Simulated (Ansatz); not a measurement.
α-phase Ga, treated with r²SCANh (Ansatz, a program for electronic structure, PAW).

Input file:

Ansatz 0.2 input:
```yaml
crystal:
  lattice:
    - [2.2249828537, -3.8323682642, 0.0]
    - [2.2249828537, 3.8323682642, 0.0]
    - [0.0, 0.0, 4.5830897822]
  atoms:
    - { symbol: Ga, position: [0.1553016321, 0.8446983679, 0.9157133106] }
    - { symbol: Ga, position: [0.3446983679, 0.6553016321, 0.4157133106] }
    - { symbol: Ga, position: [0.6553016321, 0.3446983679, 0.5842866894] }
    - { symbol: Ga, position: [0.8446983679, 0.1553016321, 0.0842866894] }
basis:
  ecutwfc: 520
  ecutrho_ratio: 4
  xc_grid: 3
kpoints:
  mp_grid: { grid: [8, 8, 6] }
hamiltonian:
  xc: r2scanh
  dispersion: none
  pseudopotentials: { kind: paw }
scf:
  occupations: { method: fermi_dirac, width: 0.05 }
output:
  forces: true
  stress: true
  eigenvalues: true
relax:
  f_tol: 0.01
  escape_saddle: false
  max_steps: 80
  cell: { stress_tol: 0.05, fix: [volume] }
```

The run printed, among other lines:

```
Relaxation: its limit of steps is 80 (relax.max_steps)
Crystal: 4 atoms, lattice volume = 78.160 Å³
Basis set: ecut = 520 eV, 2111 PW (Γ), exchange–correlation on 108×108×108 points (27 copies of the dense FFT grid, shifted against one another)
Bands: 32, of which v1, the nominal top of the filled ones, is band 26 counted from 1 (25 counted from 0)
Symmetry: 8 space group operations
Space group: Cmce (ITA 64), of the structure as read, at distance tolerance 4.3e-5 Å
k-points: 84 of 384
Functional: x = r2scan, c = r2scan; τ floored in thin density (d = 2e-4 eV/Å³), warm-up for x = 0.9 r2scan + 0.1 exact, c = r2scan; τ floored in thin density (d = 2e-4 eV/Å³)
SCF iter   1: F=—  HF=-15161.041171 eV  |F-HF|=—  |Δ(HF+E_count)|=         —  Δρ=1.13e-2  dr2=4.14e-2  dr2_τ=4.61e-3
SCF iter   2: F=—  HF=-15161.063429 eV  |F-HF|=—  |Δ(HF+E_count)|=   2.23e-2  Δρ=3.53e-3  dr2=5.74e-3  dr2_τ=1.05e-4
  ...
SCF 1 converged in 14 iterations: F = -15161.062710 eV  dr2 = 2.31e-11
Crystal: 4 atoms, lattice volume = 78.160 Å³
Initial density: handed on by an earlier stage of this run
Functional: x = 0.9 r2scan + 0.1 exact, c = r2scan; τ floored in thin density (d = 2e-4 eV/Å³)
  ...
Crystal: 4 atoms, lattice volume = 78.160 Å³
Crystal: 4 atoms, lattice volume = 78.160 Å³
SCF 5 converged in 7 iterations: F = -15159.132961 eV  dr2 = 3.83e-12
Crystal: 4 atoms, lattice volume = 78.160 Å³
SCF 6 converged in 2 iterations: F = -15159.132961 eV  dr2 = 2.27e-11
Crystal: 4 atoms, lattice volume = 78.160 Å³
Crystal: 4 atoms, lattice volume = 78.160 Å³
SCF 8 converged in 6 iterations: F = -15159.133008 eV  dr2 = 2.47e-11
Crystal: 4 atoms, lattice volume = 78.160 Å³
SCF 9 converged in 4 iterations: F = -15159.133014 eV  dr2 = 8.94e-12
Crystal: 4 atoms, lattice volume = 78.160 Å³
SCF iter   1: F=—  HF=-15159.133014 eV  |F-HF|=—  |Δ(HF+E_count)|=         —  Δρ=1.57e-7  dr2=9.59e-12  dr2_τ=7.98e-13
SCF iter   2: F=-15159.133014 eV  HF=-15159.133014 eV  |F-HF|=1.46e-11  |Δ(HF+E_count)|=  2.00e-11  Δρ=9.66e-8  dr2=4.21e-12  dr2_τ=1.93e-13
SCF 10 converged in 2 iterations: F = -15159.133014 eV  dr2 = 4.21e-12
Free energy (F): -15159.133014 eV
Internal energy: -15159.129333 eV  (E = F + TS)
E sigma→0 (E₀):  -15159.131173 eV
Fermi energy:    8.994167 eV
--- Forces (eV/Å), atoms counted from 1 ---
  atom   1  Ga     0.00000000     0.00102153     0.00236494
  atom   2  Ga    -0.00000000    -0.00102153     0.00236494
  atom   3  Ga     0.00000000     0.00102153    -0.00236494
  atom   4  Ga     0.00000000    -0.00102153    -0.00236494
--- Stress (GPa, compression-positive) ---
       -1.557431       0.000000       0.000000
        0.000000      -1.490002       0.000000
        0.000000       0.000000      -1.484098
  P = ⅓ Tr σ = -1.5105 GPa (-15.105 kbar)
```

The cell is one volume of an energy–volume scan, off the minimum.

The PAW data were made under PBE.

Note: the run warned that the count of filled bands differs between k points.
